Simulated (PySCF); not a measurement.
From results back to the method.

Hydrogen boron sulfide, BHS.
SMILES: `B=S`

The closed-shell ground state was solved 4 times with PySCF (density fitting, gas phase), always in the pcSseg-2 basis (93 functions), with these functionals: B97-2, KT3, PBE0 and wB97X-D. Geometry: PBE0-D3(BJ)/def2-TZVP; no solvent, vibrations or thermal averaging.

| row | total energy (Eh) | HOMO (eV) | LUMO (eV) | dipole (D) |
| --- | --- | --- | --- | --- |
| P | -423.4984 | -8.56 | -1.23 | 1.49 |
| Q | -423.6977 | -8.29 | -1.25 | 1.52 |
| R | -426.9861 | -7.44 | -2.07 | 1.37 |
| S | -423.6654 | -10.39 | 0.55 | 1.61 |

Task: Which functional belongs to which row?

Result: P = PBE0, Q = B97-2, R = KT3, S = wB97X-D. By rising HOMO–LUMO gap: KT3 (GGA) 5.37 eV; B97-2 (global hybrid, 21 % exact exchange) 7.04 eV; PBE0 (global hybrid, 25 % exact exchange) 7.33 eV; wB97X-D (range-separated hybrid) 10.94 eV. Total energies of different functionals aren't bounds to one another; each is stationary for its own functional.

The pairwise dispersion term of wB97X-D wasn't added to the energies; at a given geometry it leaves orbitals and properties as they are.
